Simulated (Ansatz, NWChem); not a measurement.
# Exact exchange and the HOMO–LUMO gap of C4H10S (diethyl sulfide)

C4H10S has 15 atoms, charge 0, and is taken as a singlet. SMILES: `CCSCC`. Geometry: relaxed at PBE0-D4/def2-TZVP. This is one conformer, not always the lowest.

The HOMO–LUMO gap y, in eV, basis 6-31G(d); a is the functional's share of exact exchange. Programs: Ansatz 0.2.0, NWChem 7.3.0.

| functional | program | a | y (eV) |
| --- | --- | --- | --- |
| TPSS | NWChem | 0 | 5.86 |
| BLYP | Ansatz | 0 | 5.52 |
| B3LYP | Ansatz | 0.2 | 7.34 |
| r2SCAN0 | Ansatz | 0.25 | 8.15 |
| PBE0 | Ansatz | 0.25 | ? |
| BHLYP | Ansatz | 0.5 | 10.05 |

Fit y = c + s·a to the known rows and predict PBE0.


1. Means of the 5 rows: a = 0.1900, y = 7.384.
2. Σ(Δa)² = 0.172, Σ(Δa·Δy) = 1.5157, so the slope is 1.5157/0.172 = 8.8122.
3. Intercept: 7.384 − (8.8122) × 0.1900 = 5.710. The largest residual of the fit is 0.24.
4. PBE0: 5.710 + (8.8122) × 0.25 = 7.91 eV.

The run gave 7.83 eV, so the prediction is off by +0.08 eV, within the scatter of the fit. Exact exchange lowers occupied levels and raises empty ones. The rows mix families of semi-local functionals, which the line can't see.
